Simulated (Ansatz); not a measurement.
# GeH2, singlet: the ladder up to full CI

Geometry: a point of a stretch scan, not a stationary point.

```xyz
3

Ge    0.0000   -0.0478   -0.0177
H     0.0000    1.0730   -1.1512
H     0.0000    2.3731    2.4304
```

Basis cc-pVDZ; Ansatz 0.2.0. Only valence electrons are correlated (noble-gas cores and the filled d shells of p-block atoms frozen), which leaves 6 electrons in 23 orbitals. R marks a restricted (for open shells ROHF) determinant, U an unrestricted one. Active spaces: pair = (2e, 2o) about the gap; valence = (6e, 6o) chosen from the atoms' valence shells. No spin–orbit coupling is included, and no scalar relativity.

Full CI is exact within this basis and frozen core; it isn't the basis-set limit. The frozen core follows each run's orbitals, which can shift R against U totals by a few meV for light atoms and by up to 0.1 eV past Ca.

```
UHF ⟨S²⟩                          : 0.973
T1 diagnostic (RCCSD)             : 0.0996
largest doubles amplitude (RCCSD) : 0.609
```

| level | E − E(full CI) (meV) | share of correlation (%) | wall time |
| --- | --- | --- | --- |
| RHF | 4642 | 0.00 | – |
| RMP2 | 1835 | 60.47 | – |
| CISD | 758 | 83.68 | 0.66 s |
| RCCSD* | 263 | 94.35 | – |
| RCCSD(T)* | -55 | 101.18 | 3 s |
| BCCD(T)* | 1 | 99.98 | 1.9 s |
| RCCSDT* | 7 | 99.86 | – |
| RCCSDT(Q)* | -2 | 100.05 | 3 s |
| RCCSDTQ* | 0 | 100.00 | 9.5 s |
| CASSCF (pair space) | 2396 | 48.38 | – |
| NEVPT2 (pair space) | 622 | 86.60 | 1.4 s |
| CASSCF (valence space) | 1516 | 67.34 | – |
| NEVPT2 (valence space) | 438 | 90.56 | 1.2 s |
| MRCISD (valence space) | 51 | 98.89 | – |
| MRCISD+Q (valence space) | -5 | 100.12 | 1.7 s |
| MRCISD+Q(relaxed) (valence space) | -25 | 100.54 | 1.6 s |

An asterisk marks runs whose energy the program itself flagged as in doubt.

The correlation energy at full CI, counted from RHF, is -4.642 eV. That run took 6.5 s on 1 thread of Intel Xeon Platinum 8488C, shared host over 1,573,121 determinants.

Run but not shown, since their state or frozen core can't be matched to the reference's or they repeat it: UHF, UMP2, UCCSD, UCCSD(T), UCCSDT, UCCSDT(Q).

Times hold each run's SCF and search for its determinant on a shared host, so for small cases they say little of a method's own cost; they ran on 1 thread of Intel Xeon Platinum 8488C.

Not variational, and here over 5 meV under the exact energy: RCCSD(T), MRCISD+Q (valence space), MRCISD+Q(relaxed) (valence space).

The full-CI state has the irrep A' of Cs, in the program's axes.

Natural occupations of full CI about the gap: 1.954 1.915 1.406 0.583 0.047 0.037 0.010 0.009 0.007 0.007; effectively unpaired electrons, Σ n²(2−n)², 1.43. No single determinant describes this state well, so single-reference rows can miss without a flag.
